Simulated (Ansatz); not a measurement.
Working through a ranking of conformers of C₄H₇O₂ (charge -1), SMILES C=C([O-])COC

With Ansatz 0.2.0 through its Python package.

At the Python prompt:
```pycon
>>> import ansatz as az
>>> from rdkit import Chem
>>> from rdkit.Chem import AllChem
>>> BASIS = '6-31G*'
>>> FUNCTIONAL = 'hf'
>>> NET_CHARGE = -1
>>> rd = Chem.AddHs(Chem.MolFromSmiles('C=C([O-])COC'))
>>> ids = list(AllChem.EmbedMultipleConfs(rd, numConfs=20, randomSeed=239, pruneRmsThresh=0.4))
>>> field = [energy for _, energy in AllChem.MMFFOptimizeMoleculeConfs(rd)]
>>> distinct = {round(e, 2): i for i, e in zip(ids, field)}
>>> chosen = sorted(distinct.items())[:4]
>>> found = []
>>> for force_field, index in chosen:
...     molecule = az.Crystal.molecule()
...     for atom, xyz in zip(rd.GetAtoms(), rd.GetConformer(index).GetPositions()):
...         molecule = molecule.atom(atom.GetSymbol(), xyz.round(5).tolist())
...     model = molecule.calculation()
...     model = model.basis(gaussian=BASIS)
...     model = model.functional(FUNCTIONAL)
...     model = model.charge(NET_CHARGE)
...     found.append(model.run().report['free_energy_ev'])
...
>>> print('conformer   MMFF (kcal/mol)   this level (eV)')
conformer   MMFF (kcal/mol)   this level (eV)
>>> for (force_field, index), e in zip(chosen, found):
...     print(f'{index:9d} {force_field - chosen[0][0]:17.2f} {(e - min(found)):17.3f}')
...
        6              0.00             0.034
        2              2.29             0.000
        4              4.50             0.007
```

What to keep in mind:
- The conformers keep their force-field geometries.
- Anions want diffuse functions, which this basis lacks.
- Timing: 3.7 s on 1 thread of Arm Neoverse V2 (shared host), peak memory 0.31 GiB.
